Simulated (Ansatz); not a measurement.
We consider hcp Re, described by PBE (PAW; Ansatz, a first-principles code).

Run with plane-wave cutoff 520 eV, 24×24×12 k mesh (along the axes of the cell as run), Fermi–Dirac smearing 0.05 eV, no spin polarisation, scalar-relativistic PAW data made under PBE.

The volume scan:

| V (Å³/atom) | E − E_lowest (meV/atom) | P (GPa) |
|---|---|---|
| 14.351 | 29.26 | 16.27 |
| 14.650 | 7.04 | 7.69 |
| 14.949 | 0.00 | -0.01 |
| 15.248 | 6.57 | -6.91 |
| 15.547 | 25.33 | -13.09 |

**Question.** Fit the third-order Birch–Murnaghan equation and give B0 and B′.

**Answer.** V0 = 14.949 Å³/atom, B0 = 364 GPa, B′ = 4.5 (fit to the energies at full precision).

Shape and atoms are relaxed at each volume.

Measured, for comparison: bulk modulus 369 GPa (zero-point energy and finite temperature contributions removed, sources range from 369 to 381; as tabulated in doi:10.1021/acs.jctc.3c00612); equilibrium volume per atom 14.62 Å³/atom (copied from a table, unchecked, extrapolated to 0 K and zero-point effects removed; as tabulated in Lejaeghere et al. (2013), arXiv:1204.2733). Computed less measured: bulk modulus -1.4 % (-1.4 % to -4.5 % over the range), equilibrium volume per atom not scored (unchecked).

Spin–orbit coupling is not included.

It cost about 6 core-minutes (a rough figure) of CPU time.
